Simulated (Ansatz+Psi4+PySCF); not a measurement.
**doublet AlCl(+): levels of theory in one basis**

```tsv
atom	x (Å)	y (Å)	z (Å)
Al	0.0000	0.0000	-0.0077
Cl	0.0000	0.0000	2.1377
```

Basis set: cc-pV(T+d)Z (spherical functions). Correlated methods keep 10 orbitals frozen. Correlation on ROHF uses semicanonical orbitals with singles. Charge 1, multiplicity 2.

Computed with Ansatz (development build ahead of 0.2.0) and Psi4 1.11; each method stands on the lowest determinant of its kind that the runs found.

| method | E − E(ROHF) (eV) | <S²> of the determinant |
| --- | --- | --- |
| ROHF | 0.00 | 0.75 |
| UHF | -0.04 | 0.76 |
| ROHF-MP2 | -5.86 | – |
| UHF-MP2 | -5.87 | 0.76 |
